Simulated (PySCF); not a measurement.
**Which basis set comes closest?**

Molecule: `InChI=1S/H3O4P/c1-5(2,3)4/h(H3,1,2,3,4)`.

Structure with atom numbers: `[O:1]=[P:2]([OH:3])([OH:4])[OH:5]`; H(Xn) means a hydrogen on atom n.

Geometry PBE0-D3(BJ)/def2-SVP throughout; GIAO in PySCF 2.14.0 with density-fitted response routines, gas phase, one conformer, non-relativistic; equivalent atoms averaged; functional PBE0.

Reference values (measured; E. Pretsch, P. Bühlmann, M. Badertscher, Structure Determination of Organic Compounds, 4th ed., Springer 2009): δ(P2) = 0.0 ppm vs 85 % H3PO4. Computed shifts are taken against H3PO4, calculated as an isolated molecule at each level.

Task: How do the basis sets pcSseg-0, cc-pVDZ, aug-cc-pVDZ, cc-pVTZ, IGLO-III perform against the reference? Times are CPU seconds on 1 thread of an Arm Neoverse V1, shared host.

Result: 
```tsv
basis set	functions	P2	abs. error P	core-s
pcSseg-0	55	-3.8	3.8	3
cc-pVDZ	89	-3.0	3.0	5.2
aug-cc-pVDZ	146	-2.1	2.1	9.7
cc-pVTZ	196	-2.7	2.7	15
IGLO-III	214	-2.6	2.6	17
```

For ³¹P the closest is aug-cc-pVDZ (2.1 ppm) and the furthest pcSseg-0 (3.8 ppm). Where a smaller basis beats a larger one, errors probably cancel. One molecule is a small sample, and vibrational and solvent effects are absent from the calculation.

A small basis that lands close on one nucleus may do so by chance; judge by the trend and by all nuclei.
